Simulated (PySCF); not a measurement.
BF3, SMILES FB(F)F. Geometry optimised at PBE-D3(BJ)/def2-TZVP. The isomer is the one that the SMILES or the coordinates give; other isomers of the formula were not compared.

PySCF with TDA-CAM-B3LYP/def2-SVPD puts the lowest singlet excitations at 10.62, 10.85, 11.68, 11.68, 11.72, 11.72 eV.

What are the lowest excitation roots from ADC(2)/aug-cc-pVDZ in PySCF 2.14.0? (Estimate from the structure and the level; the computed values follow.)

10.69, 10.97, 11.58, 11.58, 11.80, 11.80 eV. S1 differs by 0.07 eV (second minus first; roots are paired by order, and the bases may differ).
